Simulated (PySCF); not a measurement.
A side-by-side comparison of computed properties.

First species: CH6NP.
Bonds: C1–N2, N2–P3 (double). Hydrogens: H4, H5, H6 on C1; H7, H8, H9 on P3.

Second species: C4H6O4S.
SMILES: `C=CC(=O)CS(=O)(=O)O`

Levels: CAM-B3LYP/def2-SVPD for dipole moment, HOMO energy, LUMO energy, HOMO–LUMO gap, static isotropic polarisability and electronic spatial extent ⟨r²⟩ about the centre of nuclear charge; TDDFT CAM-B3LYP/def2-SVPD for lowest singlet excitation; TDA CAM-B3LYP/def2-SVPD for lowest triplet excitation (Tamm–Dancoff); GFN2-xTB for rotational constant A and rotational constant C. Geometries: GFN2-xTB. All species are isolated and taken at one optimised geometry, non-relativistic unless stated; the electronic structure was computed with PySCF and density fitting.

The conformers computed, where there is a choice (atom-mapped SMILES and torsion angles):
- `[CH2:1]=[CH:2][C:3](=[O:4])[CH2:5][S:6](=[O:7])(=[O:8])[OH:9]`: C1–C2–C3–O4 170°, C2–C3–C5–S6 -113°, C3–C5–S6–O7 174°, H–O9–S6–C5 55°

Values for the first species:

| Quantity | Value |
| --- | --- |
| Dipole moment | 2.61 D |
| HOMO energy | -7.57 eV |
| LUMO energy | 1.09 eV |
| HOMO–LUMO gap | 8.66 eV |
| Lowest singlet excitation | 4.96 eV |
| Lowest triplet excitation (Tamm–Dancoff) | 4.63 eV |
| Static isotropic polarisability | 48.3 au |
| Electronic spatial extent ⟨r²⟩ about the centre of nuclear charge | 289 bohr² |
| Rotational constant A | 40.567 GHz |
| Rotational constant C | 5.238 GHz |

Task: Estimate the same properties for the second species, and the change in each.

Result: 
| property | first | second | second less first |
| --- | --- | --- | --- |
| dipole moment | 2.61 D | 5.69 D | +3.08 D |
| HOMO energy | -7.57 eV | -10.13 eV | -2.56 eV |
| LUMO energy | 1.09 eV | -1.73 eV | -2.82 eV |
| HOMO–LUMO gap | 8.66 eV | 8.40 eV | -0.26 eV |
| lowest singlet excitation | 4.96 eV | 4.04 eV | -0.92 eV |
| lowest triplet excitation (Tamm–Dancoff) | 4.63 eV | 3.55 eV | -1.08 eV |
| static isotropic polarisability | 48.3 au | 80.2 au | +31.9 au |
| electronic spatial extent ⟨r²⟩ about the centre of nuclear charge | 289 bohr² | 1296 bohr² | +1007 bohr² |
| rotational constant A | 40.567 GHz | 2.679 GHz | -37.888 GHz |
| rotational constant C | 5.238 GHz | 0.929 GHz | -4.309 GHz |

On the first: A dipole of 2.61 D is allowed in Cs, and pure rotational transitions are dipole-allowed. S1 lies 3.70 eV below the HOMO–LUMO gap; its leading configuration is HOMO→LUMO, weight 0.60, beside HOMO→LUMO+1, weight 0.36.

On the second: S1 lies 4.36 eV below the HOMO–LUMO gap; its leading configuration is HOMO→LUMO, weight 0.85. The 8 singlets span 4.04 to 7.70 eV, and their oscillator strengths add up to 0.45.
